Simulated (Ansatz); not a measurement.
Litharge PbO, treated with RPBE (plane waves, PAW; Ansatz, a quantum-chemistry and plane-wave program).

Numerical settings: plane-wave cutoff 520 eV, 8×8×8 k mesh, Fermi–Dirac smearing 0.01 eV, scalar-relativistic PAW data made under PBE.

Cell (measured lattice):

```
PbO
1.0
    3.97500     0.00000     0.00000
    0.00000     3.97500     0.00000
    0.00000     0.00000     5.02300
Pb O
2 2
Direct
  0.50000   0.00000   0.76320
  0.00000   0.50000   0.23680
  0.50000   0.50000   0.00000
  0.00000   0.00000   0.00000
```

Task: What does this level give for the band gap, smallest direct gap on the k points sampled and Γ–Γ gap?

Result: 
* **band gap**: 1.26 eV
* **smallest direct gap on the k points sampled**: 2.31 eV
* **Γ–Γ gap**: 2.44 eV

Note: cell and atoms aren't relaxed at this level (largest force component 0.47 eV/Å, pressure 7.0 GPa).

Spin–orbit coupling is not included; with these elements it can move the gap by several tenths of an eV or more.

Static lattice: no zero-point or thermal effects.
